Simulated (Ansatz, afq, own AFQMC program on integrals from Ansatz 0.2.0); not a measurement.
Integrals from Ansatz 0.2.0, then the random walk in our own AFQMC program (afq).

```yaml
crystal:
  periodic: [false, false, false]
  atoms:
    - {symbol: C, position_ang: [0.419481, -1.895350, -0.642246]}
    - {symbol: N, position_ang: [0.649559, -0.597027, -1.181723]}
    - {symbol: C, position_ang: [1.748868, 0.064870, -0.562879]}
    - {symbol: H, position_ang: [-0.414357, -2.396160, -1.156316]}
    - {symbol: H, position_ang: [0.178964, -1.848197, 0.441084]}
    - {symbol: H, position_ang: [1.318510, -2.542597, -0.721772]}
    - {symbol: H, position_ang: [1.601009, 0.171804, 0.532686]}
    - {symbol: H, position_ang: [2.692026, -0.509123, -0.683213]}
    - {symbol: H, position_ang: [1.899741, 1.067581, -0.989620]}
basis:
  gaussian: {orbitals: def2-SVP}
magnetization: {spin_polarized: true, initial_magnetization: 1}
correlation: {method: ccsd_t, electrons: outside_noble_gas, hamiltonian_folder: ham}
```

```sh
$ ansatz run in.yaml --threads 1 --pin off --events-out ev --progress --plain --max-ram 16896MiB --backend cuda --devices 0, --max-vram 18GiB
```

afq runs on the folder ham with

```
--method free --trial cisd --walkers 4000 --time-step 0.03 --max-blocks 4000 --target-error 0.00031 --factor-cut 1e-05 --seed 1652 --times 0,0.21,0.42,0.81,1.2,1.8,2.4,3 --taylor-order 8
```

Times are imaginary, in 1/Eh. The walk had a cap of 167 s.

afq prints:

```
orbitals 69  electrons 10 9  factors 582 of 750
reference energy -133.52786299 Eh
CCSD correlation -0.47204169 Eh in 12 cycles, weight of the determinant in the CISD state 0.8478
repeat  energy at the last time / Eh  error
    10  -134.013365  0.000574
    20  -134.014244  0.000473
time / (1/Eh)  energy / Eh  error  mean overlap
  0.00  -133.999852  0.000103  1.1795
  0.21  -134.007680  0.000103  1.1807
  0.42  -134.010687  0.000113  1.1823
  0.81  -134.012985  0.000139  1.1805
  1.20  -134.013551  0.000162  1.1796
  1.80  -134.014000  0.000257  1.1770
  2.40  -134.013985  0.000241  1.1828
  3.00  -134.014218  0.000451  1.1741
energy -134.014218 +/- 0.000451 Eh
```

The run passed its tests (error under three times the target), which doesn't prove that it has relaxed, ending at its cap on processor time.

Against this walk (error 12.3 meV) on the same determinant: CCSD(T) 48.2 meV higher, the released energy of a separate walk with a CISD trial 3.9 ± 13.2 meV higher (within the noise). The error is statistical, and a free projection of finite length keeps a remainder of its start.

Cautions: remainder of the start not in the error; error above the target (12.3 against 8.4 meV).

The walk took 2.9 min on 1 × NVIDIA H100 80GB HBM3 with 2 threads of AMD EPYC 7R13 Processor (Zen 3), on a shared host (the card was shared). The log's last line is the free-projection energy.
